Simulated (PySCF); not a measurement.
## SiH$_{2}$, triplet: reading a ladder of total energies

Geometry: MP2(full)/6-31G*, from the G2/97 set.

```csv
atom,x (Å),y (Å),z (Å)
Si,0.0000,0.0000,0.0508
H,0.0000,1.2719,-0.7081
H,0.0000,-1.2719,-0.7081
```

Basis 6-31G* (Cartesian d functions); PySCF 2.14.0. Correlated methods freeze the noble-gas cores, which leaves 6 electrons in 18 orbitals. Prefix R: restricted or restricted open-shell reference; prefix U: unrestricted.

Full CI is exact within this basis and frozen core; it isn't the basis-set limit. The frozen core follows each run's orbitals, which can shift R against U totals by a few meV.

Restricted and unrestricted runs freeze slightly different cores, so steps under 0.1 kcal/mol mean nothing.

| level | total energy (hartree) |
| --- | --- |
| UHF | -289.992522 |
| UMP2 | -290.046706 |
| UCCSD | -290.065486 |
| UCCSD(T) | -290.066990 |
| UCCSDT | -290.067521 |
| full CI | -290.067518 |

Q: What is the correlation energy at full CI, and what share of it do UMP2 and UCCSD recover?

A: E(corr) = -290.067518 − (-289.992522) = -0.074996 hartree = -2.041 eV. UMP2: -0.054184 / -0.074996 = 72.25 %. UCCSD: -0.072964 / -0.074996 = 97.29 %.

Q: By how many kcal/mol does UCCSD(T) miss full CI (1 hartree = 627.509 kcal/mol), and which steps make up the rest?

A: -290.066990 − (-290.067518) = 0.000528 hartree = 0.33 kcal/mol. Steps: UCCSDT − UCCSD(T) = -0.33, full CI − UCCSDT = 0.00 kcal/mol. That is within 1 kcal/mol of the reference in this basis, which itself misses far more of the correlation at the basis-set limit.
